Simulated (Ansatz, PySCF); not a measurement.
Process, species as SMILES: C=O (CH2O) [formaldehyde] -> C=O (CH2O) as doublet, charge +1 + e-
Each molecule is optimised on its own at B3LYP-D3(BJ)/def2-TZVP (Ansatz, a first-principles code).

Quantity: adiabatic ionisation energy (0 K, with B3LYP-D3(BJ) harmonic zero-point energies from PySCF), in eV. Cores are frozen in the correlated levels unless marked. Open shells are spin-unrestricted. No spin-orbit coupling. Non-relativistic. CBS(X,Y): correlation extrapolated as X^-3; Hartree-Fock from the larger set.

```json
[
 {"level": "PBE0/def2-TZVP", "program": "Ansatz", "adiabatic ionisation energy (eV)": "10.66"},
 {"level": "SCS-MP2/6-31G*", "program": "Ansatz", "adiabatic ionisation energy (eV)": "10.71"},
 {"level": "SCS-MP2/cc-pVTZ", "program": "Ansatz", "adiabatic ionisation energy (eV)": "11.08"},
 {"level": "CCSD(T)/CBS(def2-TZVPPD,def2-QZVPPD)", "program": "Ansatz", "adiabatic ionisation energy (eV)": "___"}
]
```

Task: Fill in the missing entries.

Result: 
- CCSD(T)/CBS(def2-TZVPPD,def2-QZVPPD), adiabatic ionisation energy (eV): 10.91
